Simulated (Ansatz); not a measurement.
# BH4OSi (charge +1): two geometries relaxed

Aim: relax the geometries before and after the shift of H4 from B1 to O2, and see whether they are two minima and how far apart in energy. SMILES of the start: BO[SiH2+].

Method: RKS PBE0/cc-pVDZ, in Ansatz 0.2.0.

## 1. The system as given

Bond lengths: B1–O2 1.366 Å, O2–Si3 1.557 Å, B1–H4 1.167 Å, B1–H5 1.168 Å, Si3–H6 1.455 Å, Si3–H7 1.455 Å. Angles: B1–O2–Si3 179.9°, O2–B1–H4 118.1°, O2–B1–H5 118.1°, H4–B1–H5 123.8°, O2–Si3–H6 116.2°, O2–Si3–H7 116.2°, H6–Si3–H7 127.6°.

As a file:

```xyz
7

B    -1.3084    0.2034   -0.6472
O    -0.0957    0.0159   -0.0477
Si    1.2859   -0.1998    0.6361
H    -1.6430   -0.5631   -1.4619
H    -1.9501    1.1217   -0.3164
H     1.6665    0.7839    1.6378
H     2.0448   -1.3619    0.1993
```

## 2. End point A

The input, input.yaml:

```yaml
crystal:
  periodic: [false, false, false]
  atoms:
    - { symbol: B, position_ang: [-1.30844, 0.20337, -0.64722] }
    - { symbol: O, position_ang: [-0.09573, 0.01589, -0.04774] }
    - { symbol: Si, position_ang: [1.28592, -0.1998, 0.63608] }
    - { symbol: H, position_ang: [-1.64298, -0.5631, -1.46186] }
    - { symbol: H, position_ang: [-1.95009, 1.12167, -0.3164] }
    - { symbol: H, position_ang: [1.66651, 0.78389, 1.63779] }
    - { symbol: H, position_ang: [2.0448, -1.36192, 0.19934] }
total_charge: 1
basis:
  gaussian: { orbitals: cc-pVDZ }
hamiltonian:
  xc: pbe0
relax:
  f_tol: 0.02
  max_steps: 50
```

Run with:

```bash
$ ansatz run input.yaml --threads 1 --pin off --max-ram 2048MiB --backend cpu --events-out ev --progress --plain --runs-dir out
```

Output, shortened:

```text
Warning: RAYON_NUM_THREADS=1 ignored (pool sized by the plan → 1); use --threads N
[...]
Functional definition: PBE0
[...]
701 factors; integrals over basis functions are off by at most 2.5e-4 eV
[...]
mean field -10651.45868184 eV, -391.4338867398 hartree, gradient 5.9e-5 eV, S^2 0.000000; 0 other end points of the search recorded, 0 dependent functions left out
[...]
reference -10651.45870693 eV, -391.4338876617 hartree; 15, 15 occupied and 51, 51 virtual orbitals, 701 factors
relax step   1: F+E_penalty+E_count = -10651.45868184 eV  Δ(F+E_penalty+E_count) = +0.000e0 eV  max|allowed force component| = 1.244e0 eV/Å  Δτ_max = 0.0000 Å  (22 SCF iters, accepted)
[...]
relax step   3: F+E_penalty+E_count = -10651.58004748 eV  Δ(F+E_penalty+E_count) = -1.874e-2 eV  max|allowed force component| = 2.660e-1 eV/Å  Δτ_max = 0.0363 Å  (23 SCF iters, accepted)
[...]
relax step   5: F+E_penalty+E_count = -10651.68460248 eV  Δ(F+E_penalty+E_count) = -8.666e-2 eV  max|allowed force component| = 1.902e-1 eV/Å  Δτ_max = 0.1995 Å  (25 SCF iters, accepted)
[...]
relax step   7: F+E_penalty+E_count = -10651.82181206 eV  Δ(F+E_penalty+E_count) = -9.807e-2 eV  max|allowed force component| = 4.076e-1 eV/Å  Δτ_max = 0.1997 Å  (25 SCF iters, accepted)
[...]
relax step   9: F+E_penalty+E_count = -10651.86752293 eV  Δ(F+E_penalty+E_count) = -2.530e-3 eV  max|allowed force component| = 5.163e-2 eV/Å  Δτ_max = 0.0723 Å  (22 SCF iters, accepted)
[...]
relax step  10: F+E_penalty+E_count = -10651.86779879 eV  Δ(F+E_penalty+E_count) = -2.759e-4 eV  max|allowed force component| = 2.988e-3 eV/Å  Δτ_max = 0.0097 Å  (20 SCF iters, accepted)
701 factors; integrals over basis functions are off by at most 4.7e-4 eV
mean field -10651.86779879 eV, -391.4489215103 hartree, gradient 2.2e-5 eV, S^2 0.000000; 1 other end points of the search recorded, 0 dependent functions left out
[...]
reference -10651.86782431 eV, -391.4489224480 hartree; 15, 15 occupied and 51, 51 virtual orbitals, 701 factors
Total energy: -10651.86782431 eV, -391.4489224480 hartree
Atom 0 at    -1.346630     0.209899    -0.666285 Å, force     0.002988    -0.000803     0.001264 eV/Å
Atom 1 at    -0.109203     0.016281    -0.053070 Å, force    -0.002819     0.001239    -0.001305 eV/Å
Atom 2 at     1.302695    -0.203092     0.644755 Å, force     0.000867    -0.000659     0.000415 eV/Å
Atom 3 at    -1.339351     0.246467    -1.863259 Å, force     0.000568    -0.000569    -0.002645 eV/Å
Atom 4 at    -2.285900     0.319068     0.068590 Å, force     0.000044     0.000590     0.002599 eV/Å
Atom 5 at     2.074356     1.015840     0.972317 Å, force    -0.001459    -0.001259     0.000142 eV/Å
Atom 6 at     1.704023    -1.604462     0.896941 Å, force    -0.000189     0.001462    -0.000470 eV/Å
Dipole moment:     0.597134    -0.092692     0.295142 e Å
```

It took 18 s on 1 thread of Arm Neoverse V2, shared host; peak memory 0.13 GiB.

The steps of the relaxation:

| step | energy from step 1 (eV) | largest force component (eV/Å) |
| --- | --- | --- |
| 1 | 0.0000 | 1.2437 |
| 2 | -0.1026 | 0.7886 |
| 3 | -0.1214 | 0.2660 |
| 4 | -0.1393 | 1.1084 |
| 5 | -0.2259 | 0.1902 |
| 6 | -0.2651 | 0.7751 |
| 7 | -0.3631 | 0.4076 |
| 8 | -0.4063 | 0.1059 |
| 9 | -0.4088 | 0.0516 |
| 10 | -0.4091 | 0.0030 |

Step 1 is the start.

After: Bond lengths: B1–O2 1.395 Å, O2–Si3 1.590 Å, B1–H4 1.198 Å, B1–H5 1.198 Å, Si3–H6 1.479 Å, Si3–H7 1.479 Å. Angles: B1–O2–Si3 179.9°, O2–B1–H4 116.0°, O2–B1–H5 116.0°, H4–B1–H5 128.0°, O2–Si3–H6 116.5°, O2–Si3–H7 116.5°, H6–Si3–H7 127.0°.

## 3. End point B

The second end starts from a geometry with the move made by hand.

Edit input.yaml of step 2 so:

```diff
@@ -6,3 +6,3 @@
     - { symbol: Si, position_ang: [1.28592, -0.1998, 0.63608] }
-    - { symbol: H, position_ang: [-1.64298, -0.5631, -1.46186] }
+    - { symbol: H, position_ang: [-0.18294, 0.81481, -0.62586] }
     - { symbol: H, position_ang: [-1.95009, 1.12167, -0.3164] }
```

Run with:

```bash
$ ansatz run input.yaml --threads 1 --pin off --max-ram 2048MiB --backend cpu --events-out ev --progress --plain --runs-dir out
```

Output, shortened:

```text
Warning: RAYON_NUM_THREADS=1 ignored (pool sized by the plan → 1); use --threads N
[...]
[... 1 set-up line as earlier in the session ...]
[...]
706 factors; integrals over basis functions are off by at most 2.5e-4 eV
[...]
mean field -10644.13470358 eV, -391.1647355031 hartree, gradient 8.9e-6 eV, S^2 0.000000; 2 other end points of the search recorded, 0 dependent functions left out
[...]
reference -10644.13472899 eV, -391.1647364367 hartree; 15, 15 occupied and 51, 51 virtual orbitals, 706 factors
relax step   1: F+E_penalty+E_count = -10644.13470358 eV  Δ(F+E_penalty+E_count) = +0.000e0 eV  max|allowed force component| = 5.742e0 eV/Å  Δτ_max = 0.0000 Å  (57 SCF iters, accepted)
[...]
relax step   3: F+E_penalty+E_count = -10647.29171138 eV  Δ(F+E_penalty+E_count) = -1.436e0 eV  max|allowed force component| = 3.498e0 eV/Å  Δτ_max = 0.1958 Å  (31 SCF iters, accepted)
[...]
mean field -10651.86753807 eV, -391.4489119291 hartree, gradient 1.8e-5 eV, S^2 0.000000; 1 other end points of the search recorded, 0 dependent functions left out
[...]
reference -10651.86756357 eV, -391.4489128662 hartree; 15, 15 occupied and 51, 51 virtual orbitals, 706 factors
Total energy: -10651.86756357 eV, -391.4489128662 hartree
Atom 0 at    -0.997041     0.708184    -0.646845 Å, force    -0.004095     0.003854    -0.004104 eV/Å
Atom 1 at     0.111032     0.224745     0.047860 Å, force     0.013134    -0.004595     0.009552 eV/Å
Atom 2 at     1.374555    -0.299936     0.858655 Å, force    -0.006661     0.004081    -0.002223 eV/Å
Atom 3 at    -0.761004     1.334284    -1.640659 Å, force    -0.006693    -0.012465     0.003850 eV/Å
Atom 4 at    -2.066559     0.446034    -0.175077 Å, force     0.004728     0.008010    -0.005393 eV/Å
Atom 5 at     1.938600     0.620592     1.869762 Å, force     0.000130    -0.000674     0.006187 eV/Å
Atom 6 at     1.860447    -1.655993     0.522294 Å, force    -0.000544     0.001788    -0.007869 eV/Å
Dipole moment:     0.534425    -0.221858     0.342901 e Å
```

Run time: 21 s. Hardware: 1 thread of Arm Neoverse V2, shared host; peak memory 0.13 GiB.

The steps of the relaxation:

| step | energy from step 1 (eV) | largest force component (eV/Å) |
| --- | --- | --- |
| 1 | 0.0000 | 5.7422 |
| 2 | -1.7206 | 3.9652 |
| 3 | -3.1570 | 3.4980 |
| 4 | -4.5589 | 2.8941 |
| 5 | -5.9412 | 2.9932 |
| 6 | -6.9588 | 2.0223 |
| 7 | -7.5065 | 0.9583 |
| 8 | -7.6036 | 0.4748 |
| 9 | -7.6996 | 0.3482 |
| 10 | -7.7308 | 0.1364 |
| 11 | -7.7328 | 0.0131 |

Step 1 is the start.

After: Bond lengths: B1–O2 1.394 Å, O2–Si3 1.590 Å, B1–H4 1.198 Å, B1–H5 1.198 Å, Si3–H6 1.479 Å, Si3–H7 1.479 Å. Angles: B1–O2–Si3 178.8°, O2–B1–H4 116.0°, O2–B1–H5 115.9°, H4–B1–H5 128.1°, O2–Si3–H6 116.5°, O2–Si3–H7 116.6°, H6–Si3–H7 126.9°.

Pairs that crossed the distance rule for bonds on the way: moved apart O2–H4.

## 4. What came out

| quantity | value |
| --- | --- |
| end A | 9 moves, 0.409 eV lower |
| end B | 10 moves, 7.733 eV lower |
| largest difference between the ends | 0.02 Å |
| end B relative to end A | +0.000 eV |

In words: The two relaxations end at one structure, within 0.02 Å: no second minimum was found from this start, which doesn't rule one out.
